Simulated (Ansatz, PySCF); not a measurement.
Reaction: HCl (chlorane, SMILES Cl) → HCl+ (parent SMILES Cl, doublet) + e-
Each species at its own B3LYP-D3(BJ)/def2-TZVP minimum (Ansatz, a first-principles code).

Total energies in hartree (Ansatz). Open shells are spin-unrestricted; no spin-orbit coupling. Correlated methods leave the cores frozen. No relativity.

```csv
species,HF/cc-pV(T+d)Z,CCSD(T)/cc-pV(T+d)Z,HF/cc-pV(Q+d)Z,CCSD(T)/cc-pV(Q+d)Z,CCSD(T)/cc-pV(5+d)Z,CCSDT(Q)/cc-pV(5+d)Z
"1: HCl (chlorane, SMILES Cl)",-460.10776,-460.33979,-460.11172,-460.36384,-460.37092,-460.37184
"2: HCl+ (parent SMILES Cl, doublet)",-459.68467,-459.87780,-459.68871,-459.89647,-459.90196,-459.90294
```

**Question.** Work out the adiabatic ionisation energy (0 K, zero-point energies from PySCF's Hessians at B3LYP-D3(BJ)/def2-TZVP) in eV: take Hartree-Fock from cc-pV(Q+d)Z, extrapolate the CCSD(T) correlation energy as X^-3 (X = 3, 4), and add CCSDT(Q) - CCSD(T) in cc-pV(5+d)Z. The further terms named in the bracket sum to -0.00074 hartree. 1 hartree = 27.211 eV.

**Answer.** 
Species 1: correlation (64·(-0.25212) - 27·(-0.23203))/37 = -0.26678; step -0.00092; E1 = -460.11172 + (-0.26678) + (-0.00092) = -460.37942
Species 2: correlation (64·(-0.20776) - 27·(-0.19313))/37 = -0.21844; step -0.00098; E2 = -459.68871 + (-0.21844) + (-0.00098) = -459.90813
-1·E1 +1·E2 -0.00074 = 0.47055 hartree = 12.80 eV. Measured: 12.74 eV (CCCBDB table in ASE). The composite differs from it by +0.06 eV; core, relativistic and spin-orbit terms are not in it.
